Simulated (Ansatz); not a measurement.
One change: `C=CCOC=O` becomes `C=CCOCF`.

Ansatz, PBE0-D4/def2-TZVP geometries, multiplicity 1. Each molecule was computed in one conformer, which needn't be the lowest.

| property | `C=CCOC=O` |
| --- | --- |
| size of the dipole moment (ωB97M-V/def2-TZVPP) / D | 2.02 |
| LUMO energy (PBE0/def2-TZVPP) / eV | -0.22 |
| HOMO energy (B3LYP/def2-TZVPP) / eV | -7.71 |
| HOMO–LUMO gap (PBE/def2-TZVPP) / eV | 5.26 |
| HOMO–LUMO gap (B3LYP/def2-TZVPP) / eV | 7.25 |
| LUMO energy (B3LYP/def2-TZVPP) / eV | -0.47 |

Task: What does the change do to each property? (An estimate is asked.)

Result: Computed: 
| property | `C=CCOCF` | shift |
| --- | --- | --- |
| size of the dipole moment (ωB97M-V/def2-TZVPP) / D | 1.61 | -0.41 |
| LUMO energy (PBE0/def2-TZVPP) / eV | -0.04 | 0.18 |
| HOMO energy (B3LYP/def2-TZVPP) / eV | -7.61 | 0.10 |
| HOMO–LUMO gap (PBE/def2-TZVPP) / eV | 5.51 | 0.25 |
| HOMO–LUMO gap (B3LYP/def2-TZVPP) / eV | 7.33 | 0.08 |
| LUMO energy (B3LYP/def2-TZVPP) / eV | -0.29 | 0.18 |

With PBE0 the HOMO rises by 0.10 eV and the LUMO rises by 0.18 eV, so the gap widens by about 0.08 eV. PBE moves the HOMO by -0.07 eV and ωB97M-V by 0.11 eV. Dipoles are sizes alone; their direction can turn.

B3LYP here is the variant with VWN-RPA as its local correlation; programs differ in this.
